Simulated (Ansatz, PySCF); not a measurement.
Species: C2H5, charge 0, doublet. C2H5 (SMILES C[CH2], doublet).
B3LYP-D3(BJ)/def2-TZVP minimum from Ansatz (a program for electronic structure):
```xyz
7

C     -0.0207    -0.6912     0.0019
C      0.0032     0.7917    -0.0023
H      0.9947    -1.1171     0.0074
H     -0.5251    -1.0873     0.8864
H     -0.5178    -1.0924    -0.8844
H      0.0727     1.3495     0.9213
H      0.0803     1.3441    -0.9285
```
Charge 0, spin multiplicity 2.

Quantity: enthalpy of formation at 298 K (by atomisation, with ideal-gas terms from PySCF's Hessian at B3LYP-D3(BJ)/def2-TZVP and the atoms' measured values of the G2/97 table; no spin-orbit terms), in kcal/mol. UHF or UKS for unpaired electrons; spin-orbit terms are left out. Cores are frozen in correlated methods. Rows without X2C or -DK are non-relativistic. CBS(X,Y): correlation extrapolated as X^-3, Hartree-Fock from the larger set (Q,5: extrapolated as (X+1)exp(-9√X)). A bracket is a step between two methods taken in the basis named. Functionals run without relativity, which enters their misses. 'core' is core correlation in cc-pwCVTZ, 'X2C' scalar relativity in cc-pVTZ-DK, both at CCSD(T). For partners of very few electrons the exact lower level stands in for a higher one.

Compared with CCSD(T)/CBS(cc-pVQZ,cc-pV5Z) + [CCSDT(Q) - CCSD(T)]/cc-pVTZ + core + X2C (Ansatz): 29.0 kcal/mol.

Costs are rough ratios of core time, to one figure, on one kind of shared machine, summed over the single points of the molecules; atoms, geometries and frequencies are left out. The first row took roughly 5 core seconds; short runs hold start-up time.

```json
[
 {"level": "PBE0/def2-TZVPD", "program": "Ansatz", "cost relative to the first row": "1"},
 {"level": "wB97M-V/def2-TZVPD", "program": "Ansatz", "cost relative to the first row": "2"},
 {"level": "CCSD(T)/cc-pVTZ", "program": "Ansatz", "cost relative to the first row": "5"},
 {"level": "CCSDT(Q)/aug-cc-pVDZ", "program": "Ansatz", "cost relative to the first row": "200"},
 {"level": "CCSDT(Q)/cc-pVTZ", "program": "Ansatz", "cost relative to the first row": "1000"}
]
```

Task: Which is the cheapest listed level within 1 kcal/mol of that value?

Result: wB97M-V/def2-TZVPD.
| level | difference (kcal/mol) |
|---|---|
| PBE0/def2-TZVPD | -2.8 |
| wB97M-V/def2-TZVPD | 0.1 |
| CCSD(T)/cc-pVTZ | 12.7 |
| CCSDT(Q)/aug-cc-pVDZ | 36.1 |
| CCSDT(Q)/cc-pVTZ | 12.7 |
